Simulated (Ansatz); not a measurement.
# CHAlO (quintet): from Hartree-Fock to the top rungs, cc-pVDZ

Aim: climb from Hartree-Fock through coupled cluster and multireference methods for CHAlO (quintet) at one geometry and basis, and see what each rung misses.

The runs use Ansatz 0.2.0, Gaussian basis; cc-pVDZ, core rule «outside noble gas», up to 7 orbitals frozen.

The runs, in order: UHF; CCSD(T) on ROHF; CCSD(T) on UHF; BCCD(T) on ROHF; CISD; CCSDT(Q) on ROHF; CCSDT(Q) on UHF; CASSCF and NEVPT2, 12 electrons in 11 orbitals.

23 further runs of the same task are left out: 8 that didn't finish, 15 set aside as unsound or not needed.

### Step 1. The system

The geometry is a PBE0/def2-TZVP stationary point (not a proven minimum) of the parent state, kept for this charge and spin.

4 atoms, charge 0, spin multiplicity 5.

Atoms are counted from 1 here; the program's logs count them from 0.

Bond lengths: C1–Al2 1.941 Å, Al2–O3 1.648 Å, O3–H4 0.948 Å. Angles: C1–Al2–O3 180.0°, Al2–O3–H4 180.0°.

### Step 2. UHF

Input file in.yaml:

```yaml
crystal:
  periodic: [false, false, false]
  atoms:
    - {symbol: C, position_ang: [0.000000, 0.000000, -2.516875]}
    - {symbol: Al, position_ang: [0.000000, 0.000000, -0.575575]}
    - {symbol: O, position_ang: [0.000000, 0.000000, 1.072125]}
    - {symbol: H, position_ang: [0.000000, 0.000000, 2.020325]}
basis:
  gaussian: {orbitals: cc-pVDZ}
magnetization: {spin_polarized: true, initial_magnetization: 4}
hamiltonian: {xc: hf}
output: {orbitals: {seedname: orbitals}}
```

On the command line:

```bash
$ ansatz run in.yaml --threads 1 --pin off --events-out ev --progress --plain --max-ram 2393MiB
```

The runs that follow: CCSD(T) on ROHF; CCSD(T) on UHF; BCCD(T) on ROHF; CISD; CCSDT(Q) on ROHF; CCSDT(Q) on UHF; CASSCF and NEVPT2, 12 electrons in 11 orbitals.

**Question.** What will the summary of the whole plan be? Wanted: UCCSDT(Q) below the RHF energy; RMP2 from UCCSDT(Q); UMP2 from UCCSDT(Q); RCCSD from UCCSDT(Q); RCCSD(T) from UCCSDT(Q); UCCSD(T) from UCCSDT(Q); RCCSDT(Q) from UCCSDT(Q); NEVPT2 frontier from UCCSDT(Q); T1 diagnostic.

As calculated:

| quantity | value |
| --- | --- |
| UCCSDT(Q) below the RHF energy | -8.9891 eV |
| RMP2 from UCCSDT(Q) | +89.9 kJ/mol |
| UMP2 from UCCSDT(Q) | +89.4 kJ/mol |
| RCCSD from UCCSDT(Q) | +27.2 kJ/mol |
| RCCSD(T) from UCCSDT(Q) | +5.4 kJ/mol |
| UCCSD(T) from UCCSDT(Q) | +5.3 kJ/mol |
| RCCSDT(Q) from UCCSDT(Q) | +0.5 kJ/mol |
| NEVPT2 frontier from UCCSDT(Q) | +139.3 kJ/mol |
| levels within 1 kcal/mol (43 meV) | RCCSDT, UCCSDT, RCCSDT(Q) |
| T1 diagnostic | 0.024 |

In words: RCCSD(T) misses by +5.4 kJ/mol, 0.6 % of the correlation energy. These misses are within one basis, not against nature; the frozen cores of restricted and unrestricted runs differ, which can shift their rows.
